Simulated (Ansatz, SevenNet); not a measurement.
For antifluorite Mg2Si, the machine-learned potential SevenNet-l3i5 (trained on PBE and PBE+U data) gives:

- equilibrium lattice constant a = 6.361 Å
- bulk modulus = 57.3 GPa

What does B3LYP (VWN-RPA form) (plane waves, PAW; Ansatz, a quantum-chemistry and plane-wave program) give for the same quantities?


- lattice constant a: 6.364 Å (stays essentially unchanged)
- bulk modulus: 55.0 GPa (falls by 4.0 %)

For comparison: bulk modulus 55 GPa (measured, temperature not stated, no zero-point or thermal correction, our sources range from 47.0 to 55.0; as tabulated in Råsander and Moram (2015), arXiv:1505.02379).

Changes are worked out from the printed values.

Unless a cell is named, each level is at its own relaxed cell (SevenNet-l3i5 21.44, B3LYP (VWN-RPA form) 21.48 Å³/atom).

Ansatz's density-functional and Hartree–Fock values are scalar-relativistic unless marked +SOC, with PAW data made under PBE.
